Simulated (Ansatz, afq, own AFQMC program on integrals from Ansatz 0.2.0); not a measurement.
Two steps: Ansatz 0.2.0 writes the Fock matrix and Cholesky factors of the valence space, and afq projects on them the lowest state that overlaps trial and start.

```yaml
crystal:
  periodic: [false, false, false]
  atoms:
    - {symbol: Si, position_ang: [0.000000, 0.000000, 2.389141]}
    - {symbol: C, position_ang: [0.000000, 0.000000, -0.654859]}
    - {symbol: H, position_ang: [0.000000, 0.000000, -1.734282]}
basis:
  gaussian: {orbitals: 6-31G}
magnetization: {spin_polarized: false, initial_magnetization: 1}
correlation: {method: ccsd_t, electrons: outside_noble_gas, hamiltonian_folder: ham}
```

```sh
$ ansatz run in.yaml --threads 1 --pin off --events-out ev --progress --plain --max-ram 16896MiB --backend cuda --devices 0, --max-vram 18GiB
```

afq runs on the folder ham with

```
--method phaseless --trial cisd --walkers 80 --populations 1 --least-time 40 --time-step 0.0025 --steps-per-block 25 --equilibration-blocks 160 --max-blocks 960 --target-error 0.00144 --factor-cut 0.0001 --start determinant --seed 2860 --release-times 0.5,1,2 --release-step 0.02 --release-every 16 --taylor-order 6
```

Times are imaginary, in 1/Eh. The walk had a cap of 60 s.

afq prints:

```
orbitals 18  electrons 5 4  factors 85 of 299
reference energy -326.98285891 Eh
CCSD correlation -0.19557725 Eh in 33 cycles, weight of the determinant in the CISD state 0.3309
energy of the start -327.178440 Eh
 block  time / (1/Eh)  mean weight  energy / Eh
     1     0.062  1.0000  -327.177003
     2     0.125  1.0002  -327.175705
     3     0.188  0.9999  -327.174631
     4     0.250  0.9997  -327.174203
     5     0.312  1.0003  -327.174080
    10     0.625  0.9997  -327.172209
    66     4.125  1.0001  -327.175255
   131     8.188  1.0003  -327.176163
   196    12.250  0.9995  -327.187281
   209    13.062  0.9998  -327.196326
   261    16.312  0.9988  -327.186476
   326    20.375  1.0003  -327.181924
   391    24.438  1.0011  -327.174397
   456    28.500  1.0003  -327.173005
   495    30.938  0.9983  -327.158821
   521    32.562  1.0000  -327.180410
   534    33.375  1.0007  -327.187663
blocks merged  error / Eh  count
     1  0.000418  380
     2  0.000565  190
     4  0.000754  95
     8  0.001007  47
    16  0.001321  23
    32  0.001725  11
released: time / (1/Eh)  energy / Eh  error  mean overlap
  0.50  -327.181120  0.001702  1.0000
  1.00  -327.180747  0.002115  0.9989
  2.00  -327.181833  0.002477  1.0116
energy -327.176198 +/- 0.001321 Eh
(rows thinned)
```

The time cap ended the run before it passed its tests. The second half of the sampling lies above the first by 2.4 errors of their difference, so the energy may still be moving and its error bar be too small.

Against this walk (error 35.9 meV) on the same determinant: CCSD(T) 232.7 meV lower, CCSDT(Q) 479.8 meV lower, full CI 582.3 meV lower, a separate phaseless walk with a CISD trial and standard settings 74.5 ± 37.1 meV lower. The error is statistical and leaves out the bias of the constraint. Released to 2.00 1/Eh the energy lies 153 ± 76 meV (both errors) below the phaseless value, which shows part or all of the bias of the constraint, and full CI lies 428.9 meV below the released value. Full CI is exact here, so the walk's 582 meV above it is the walk's own error: the bias of the constraint with this trial, or a walk that hasn't relaxed. The determinant is a poor start (see the cautions), so the low cluster orders aren't to be relied on, and full CI is the sure value.

Cautions: constraint bias not in the error; error not settled; a spin-contaminated unrestricted determinant lies lower (UHF 3.43 eV lower, ⟨S²⟩ 2.55); the search met a lower determinant of the same kind, perhaps of another symmetry (1.41 eV lower); strong correlation (T1 0.276, weight of the determinant 0.33, largest double 0.23); (Q) is large, 186 meV, so the cluster series hasn't closed; the CCSD(T) amplitudes may be one of several solutions (largest double 0.23); CCSDT(Q) is in doubt: in a space of 9 electrons in 8 natural orbitals full CI lies 84 meV below it; in a space of 9 electrons in 8 natural orbitals full CI finds another state of this spin 47 meV below the state of CCSDT(Q); CCSDT(Q) on the UHF determinant differs (73 meV lower), perhaps since the unrestricted series falls towards higher spin; the bias of populations of 80 walkers isn't removed; the sampling time fell short of the least asked.

The walk took 60 s on 1 × NVIDIA H100 80GB HBM3 with 2 threads of AMD EPYC 7R13 Processor (Zen 3), with other jobs on the host (the card was shared). The log's last line is the phaseless energy.

CCSDT and higher add their correlation energy to the determinant of the CCSD(T) run, since their own runs factorise the integrals more tightly (a shift of under 2 meV). A walk keeps the symmetry of its determinant, which the program's search chose and which needn't be the lowest solution, so a lower state of the same spin and another symmetry isn't excluded.
